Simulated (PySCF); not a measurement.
Saddle point of CH5BO, closed shell (CH₅BO ([CH3][BH][OH]) → CH₃B ([BH][CH2]) + H₂O (still joined by a long B–O bond); bonds formed: O2–H4; bonds broken: C3–H4; bonds weakened to dative contacts: B1–O2), PBE0-D4/def2-TZVP structure:

```
8
angstrom
B -0.6783 -0.1474 -0.2722
O 0.3159 -1.3595 -0.2473
C 0.0847 0.9798 0.2099
H 0.8260 -0.3013 -0.3421
H -1.6717 -0.3262 -0.8980
H 0.4231 -1.7594 0.6248
H -0.1657 2.0046 -0.0436
H 0.8661 0.9095 0.9685
```

Energies are electronic, without zero-point energy. Barriers and step energies count from the start structure reached by relaxing down the imaginary mode; all methods use the PBE0-D4 structures, on which another method's saddle can fall below an end. PySCF 2.14 with density fitting (its default auxiliary sets; JK sets also for MP2 and CCSD(T)); basis: def2-TZVPP, with def2-QZVPP for the basis limit; cores frozen in the correlated methods. B3LYP uses VWN-RPA correlation. Extrapolation: Hartree–Fock as exp(−7.88 √X), correlation as X^−2.97.

```json
{"method": "SPW92", "barrier (kJ/mol)": "293.0", "step energy (kJ/mol)": "260.1"}
{"method": "PBE-D4", "barrier (kJ/mol)": "312.0", "step energy (kJ/mol)": "267.2"}
{"method": "r2SCAN-D4", "barrier (kJ/mol)": "329.7", "step energy (kJ/mol)": "275.3"}
{"method": "PBE0-D4", "barrier (kJ/mol)": "?", "step energy (kJ/mol)": "276.4"}
{"method": "B3LYP-D4", "barrier (kJ/mol)": "?", "step energy (kJ/mol)": "276.4"}
{"method": "BHLYP-D4", "barrier (kJ/mol)": "?", "step energy (kJ/mol)": "287.1"}
{"method": "wB97M-V", "barrier (kJ/mol)": "338.0", "step energy (kJ/mol)": "273.6"}
{"method": "HF", "barrier (kJ/mol)": "407.4", "step energy (kJ/mol)": "301.8"}
{"method": "MP2", "barrier (kJ/mol)": "338.3", "step energy (kJ/mol)": "275.3"}
{"method": "CCSD", "barrier (kJ/mol)": "355.7", "step energy (kJ/mol)": "278.1"}
{"method": "CCSD(T)", "barrier (kJ/mol)": "343.8", "step energy (kJ/mol)": "272.8"}
```

Fill in the withheld barriers. (An estimate is asked for; the value comes from the calculation.)

The calculation gives: PBE0-D4 332.5; BHLYP-D4 365.5; B3LYP-D4 341.1 kJ/mol. Each is the energy of the saddle less that of the start structure, by the same method.

For comparison, the barrier by CCSD(T) at an estimated basis limit (MP2 extrapolated from triple and quadruple zeta, plus CCSD(T) − MP2 in triple zeta) is 341.4 kJ/mol.

T1 diagnostic: at most 0.014.

Labels in which every atom is bracketed show which atoms are joined, not bond orders.

For scale, one of the runs: CCSD(T)/def2-TZVPP, 163 basis functions, launched by `OMP_NUM_THREADS=4 python run.py`. Hardware: 4 CPU threads of an Arm Neoverse V2, shared host. Wall time 2.1 min; peak host memory 1.2 GiB.
